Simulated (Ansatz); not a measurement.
Density of states of Ta5N6 (P6_3/mcm, a = 5.168 Å, b = 5.168 Å, c = 10.342 Å, α = 90.00°, β = 90.00°, γ = 120.00°), in states per eV and primitive cell, averaged over bins of 0.3 eV. Method: Ansatz, DFT PBEsol, scalar-relativistic, plane waves, PAW.

Settings: cutoff 420 eV, Γ-centred mesh 12×12×4 on the computed 22-atom cell, Gaussian smearing of 0.10 eV; no spin polarisation.

The cell is relaxed at this level. The states (both spins) are summed by tetrahedra on a 18×18×6 mesh at the self-consistent density. Energies are bin centres; the table starts no lower than −8 eV and ends at 6 eV, or lower where the solved bands end.

It is a metal at this level.

| E − E_F (eV) | total | Ta 5d | N 2p | N 2s | Ta 6s |
| --- | --- | --- | --- | --- | --- |
| -7.90 | 10.18 | 3.33 | 5.58 | 0.26 | 0.75 |
| -7.60 | 11.11 | 3.64 | 6.29 | 0.26 | 0.65 |
| -7.30 | 16.77 | 5.57 | 9.82 | 0.24 | 0.73 |
| -7.00 | 14.47 | 5.09 | 8.47 | 0.19 | 0.39 |
| -6.70 | 20.68 | 6.79 | 12.62 | 0.25 | 0.41 |
| -6.40 | 17.99 | 5.77 | 11.09 | 0.30 | 0.30 |
| -6.10 | 16.32 | 5.62 | 9.89 | 0.26 | 0.18 |
| -5.80 | 16.88 | 5.45 | 10.59 | 0.25 | 0.12 |
| -5.50 | 13.46 | 4.44 | 8.37 | 0.16 | 0.09 |
| -5.20 | 9.72 | 3.03 | 6.22 | 0.15 | 0.08 |
| -4.90 | 11.87 | 3.39 | 7.78 | 0.25 | 0.16 |
| -4.60 | 13.60 | 3.62 | 9.36 | 0.19 | 0.14 |
| -4.30 | 13.84 | 3.37 | 9.88 | 0.17 | 0.12 |
| -4.00 | 16.05 | 3.05 | 12.28 | 0.22 | 0.12 |
| -3.70 | 9.98 | 1.76 | 7.77 | 0.16 | 0.06 |
| -3.40 | 1.99 | 0.38 | 1.51 | 0.04 | 0.02 |
| -3.10 | 1.94 | 0.82 | 1.01 | 0.02 | 0.03 |
| -2.80 | 3.33 | 2.04 | 1.12 | 0.02 | 0.07 |
| -2.50 | 4.51 | 3.01 | 1.27 | 0.02 | 0.09 |
| -2.20 | 4.42 | 3.13 | 1.10 | 0.03 | 0.07 |
| -1.90 | 7.23 | 5.11 | 1.81 | 0.05 | 0.11 |
| -1.60 | 8.42 | 6.06 | 1.94 | 0.04 | 0.15 |
| -1.30 | 5.66 | 4.15 | 1.25 | 0.03 | 0.07 |
| -1.00 | 3.65 | 2.92 | 0.59 | 0.02 | 0.05 |
| -0.70 | 1.46 | 1.18 | 0.22 | 0.01 | 0.01 |
| -0.40 | 1.66 | 1.36 | 0.24 | 0.02 | 0.02 |
| -0.10 | 6.17 | 4.56 | 1.33 | 0.07 | 0.07 |
| 0.20 | 8.69 | 6.35 | 1.90 | 0.11 | 0.13 |
| 0.50 | 8.52 | 6.05 | 2.02 | 0.12 | 0.10 |
| 0.80 | 6.73 | 4.77 | 1.56 | 0.10 | 0.09 |
| 1.10 | 7.40 | 5.19 | 1.72 | 0.13 | 0.13 |
| 1.40 | 7.56 | 5.87 | 1.21 | 0.16 | 0.13 |
| 1.70 | 11.18 | 8.96 | 1.59 | 0.19 | 0.20 |
| 2.00 | 12.94 | 10.28 | 1.94 | 0.24 | 0.23 |
| 2.30 | 14.33 | 11.37 | 2.18 | 0.28 | 0.23 |
| 2.60 | 12.94 | 10.06 | 1.92 | 0.36 | 0.33 |
| 2.90 | 16.28 | 12.35 | 2.49 | 0.60 | 0.43 |
| 3.20 | 21.09 | 15.29 | 3.57 | 1.05 | 0.52 |
| 3.50 | 18.59 | 12.95 | 3.36 | 1.10 | 0.54 |
| 3.80 | 15.15 | 10.24 | 2.62 | 1.15 | 0.59 |
| 4.10 | 17.28 | 11.43 | 2.72 | 1.70 | 0.71 |
| 4.40 | 18.32 | 12.26 | 2.81 | 1.78 | 0.67 |
| 4.70 | 17.13 | 11.05 | 2.95 | 1.75 | 0.57 |
| 5.00 | 14.98 | 9.48 | 2.96 | 1.36 | 0.53 |
| 5.30 | 10.90 | 6.44 | 2.24 | 1.11 | 0.63 |
| 5.60 | 3.48 | 1.48 | 0.62 | 0.64 | 0.56 |

The columns after the total are the main Löwdin projections on the occupied valence shells of the potentials; 2 others are left out. The rest of the total lies in those, in shells that are empty in the free atom, which aren't projected, and between the atoms.

Spin-orbit coupling is left out, which matters for the bands of heavy elements.

Cost: 1 run of about 14 core-minutes, on AMD EPYC (Zen 3) (shared hosts).